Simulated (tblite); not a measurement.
Species: sulfuryl chloride, Cl₂O₂S.
InChI=1S/Cl2O2S/c1-5(2,3)4

Computed values, GFN2-xTB/tblite, gas phase, harmonic and unscaled. Errors from tens to a few hundred cm⁻¹ against measured bands are possible.

Harmonic wavenumbers (cm⁻¹): 165.9, 245.0, 296.2, 314.2, 344.7, 507.0, 508.5, 1137.4, 1319.3.

A = 3440, B = 2276, C = 1860 MHz; mass 133.900 u (most abundant isotopes); point group C2v, symmetry number 2.

Question: What is the zero-point energy?

Answer: ½Σν̃ = 2419 cm⁻¹ = 28.94 kJ/mol.

Question: Give the ideal-gas entropy at 273.15 K and 1 bar in the rigid-rotor, harmonic-oscillator model (classical rotation).

Answer: Translation 168.11, rotation 108.17, vibration 35.97: S = 312.3 J/(mol K).

Question: And Cp and H(273.15 K) − H(0)?

Answer: Cp = 78.74 J/(mol K), of which vibrations give 45.48 (their classical limit is 9 R = 74.8); H(273.15 K) − H(0) = 15.20 kJ/mol without the zero-point energy, 6.11 from vibrations.

Question: How do the functions run with temperature in this model?

Answer: 
```
T (K)  S (J/(mol K))  Cp (J/(mol K))  H − H(0) (kJ/mol)  G − H(0) (kJ/mol)  ln q(vib)
  100          248.4            47.9               3.74             -21.09       0.16
  200          289.1            69.8               9.74             -48.07       0.93
  300          319.8            81.2              17.35             -78.58       1.90
  500          364.4            93.1              34.93            -147.27       3.78
  800          410.1           100.7              64.18            -263.89       6.15
 1000          432.8           103.1              84.58            -348.26       7.47
```

q(vib) and H(0) count from the zero-point level.

Question: What must be added to the electronic energy to get the Gibbs energy at 273.15 K and 1 bar?

Answer: ZPE + [H(273.15 K) − H(0)] − T·S = 28.94 + 15.20 − 85.29 = -41.15 kJ/mol.

Question: Which modes carry the vibrational entropy at 273.15 K?

Answer: 165.9 cm⁻¹: 9.70; 245.0 cm⁻¹: 6.75; 296.2 cm⁻¹: 5.41; 314.2 cm⁻¹: 5.01; 344.7 cm⁻¹: 4.41; 507.0 cm⁻¹: 2.25 J/(mol K); the other 3 give 2.44 together.

Hindered rotation and anharmonicity are outside this model.
